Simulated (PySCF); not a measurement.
**H2O, singlet: reading a ladder of total energies**

Geometry: MP2(full)/6-31G*, from the G2/97 set.

```xyz
3

O     0.0000    0.0000    0.0667
H     0.0000    0.7632   -0.5296
H     0.0000   -0.7632   -0.5296
```

Basis STO-3G; PySCF 2.14.0. Only valence electrons are correlated (noble-gas cores frozen), which leaves 8 electrons in 6 orbitals. Prefix R: restricted or restricted open-shell reference.

Full CI is exact within this basis and frozen core; it isn't the basis-set limit.

| level | total energy (hartree) |
| --- | --- |
| RHF | -74.964405 |
| RMP2 | -75.000818 |
| RCCSD | -75.015231 |
| RCCSD(T) | -75.015300 |
| RCCSDT | -75.015326 |
| RCCSDT(Q) | -75.015343 |
| full CI | -75.015352 |

Task: What is the correlation energy at full CI, and what share of it do RMP2 and RCCSD recover?

Result: E(corr) = -75.015352 − (-74.964405) = -0.050947 hartree = -1.386 eV. RMP2: -0.036413 / -0.050947 = 71.47 %. RCCSD: -0.050826 / -0.050947 = 99.76 %.

Task: By how many kcal/mol does RCCSD(T) miss full CI (1 hartree = 627.509 kcal/mol), and which steps make up the rest?

Result: -75.015300 − (-75.015352) = 0.000052 hartree = 0.03 kcal/mol. Steps: RCCSDT − RCCSD(T) = -0.02, RCCSDT(Q) − RCCSDT = -0.01, full CI − RCCSDT(Q) = -0.01 kcal/mol. That is within 1 kcal/mol of the reference in this basis, which itself misses far more of the correlation at the basis-set limit.
